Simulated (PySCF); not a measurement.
Dissociation curve of HF, singlet.

Method: CCSD(T) on UHF/cc-pVDZ, 1 core orbital frozen in PySCF.

Problem. Relative to R = 0.92 Å, what are the energies at R = 0.87, 1.37, 1.50, 1.66 Å?

Solution. 8.3 kJ/mol at 0.87 Å, 231.5 kJ/mol at 1.37 Å, 306.0 kJ/mol at 1.50 Å, 381.2 kJ/mol at 1.66 Å.

The unrestricted determinant behind UCCSD(T) is spin-contaminated at 1.37 to 3.66 Å (<S²> up to 1.0, against 0.00 for a pure singlet).
